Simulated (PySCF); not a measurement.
H₂N, SMILES [NH2] (connectivity only; charge and spin as stated), charge -1, multiplicity 1.

The structure is a stationary point at r2SCAN-D4/def2-TZVPD. The spin state was assumed, not searched. The isomer is the one that the SMILES or the coordinates give; other isomers of the formula were not compared.

Two levels are set side by side: PBE/def2-TZVPD (PySCF) and ωB97X/def2-TZVPD (PySCF). Same geometry, gas phase. Differences are taken from unrounded values.

| quantity | ωB97X |
|---|---|
| orbital gap (eV) | 8.00 |
| highest occupied level (eV) | -0.59 |
| lowest empty level (eV) | 7.41 |
| mean polarisability (bohr³) | 30.8 |

Task: What does PBE give, and how far is it from ωB97X? (Estimate from the structure and the level; the computed values follow.)

Result: 
| quantity | PBE | PBE minus ωB97X |
|---|---|---|
| orbital gap (eV) | 2.11 | -5.88 |
| highest occupied level (eV) | 3.16 | 3.75 |
| lowest empty level (eV) | 5.28 | -2.13 |
| mean polarisability (bohr³) | 35.4 | 4.6 |

PBE's occupied levels lie high since its potential decays too fast outside the molecule; exact exchange lowers them and widens the gap. PBE's more diffuse valence density responds more strongly to a field. Differences between two approximate levels are no errors against the true value.

Rough cost on one machine, each run with all the roots and properties that it gave: ωB97X against PBE within a factor of 2.
